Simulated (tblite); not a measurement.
C3HO (doublet state).
Bonds: C1–C2 (double), C2–C3 (double), C3–O4 (double). Hydrogens: H5 on C1.

The geometry is computed with GFN2-xTB (gas phase). This method treats the open shell by occupation alone, without spin polarisation.

Q: Give the optimised bond lengths and angles.

A: 
```json
{"bond": "C1=C2", "length (pm)": "124.0", "order": "double"}
{"bond": "C2=C3", "length (pm)": "129.9", "order": "double"}
{"bond": "C3=O4", "length (pm)": "117.5", "order": "double"}
{"bond": "C1–H5", "length (pm)": "104.8", "order": "single"}
```

Orders are formal, as drawn. A selection of angles:
```json
{"angle": "C2–C1–H5", "degrees": "179.8"}
{"angle": "C1–C2–C3", "degrees": "179.9"}
{"angle": "C2–C3–O4", "degrees": "179.9"}
```

The C–C distances run from 1.240 Å (C1=C2, drawn double) to 1.299 Å (C2=C3, drawn double), a spread of 0.059 Å.

Point group: C∞v (every atom within 0.08 Å of its image). Its GFN2-xTB frequencies are all real (lowest 209 cm⁻¹).
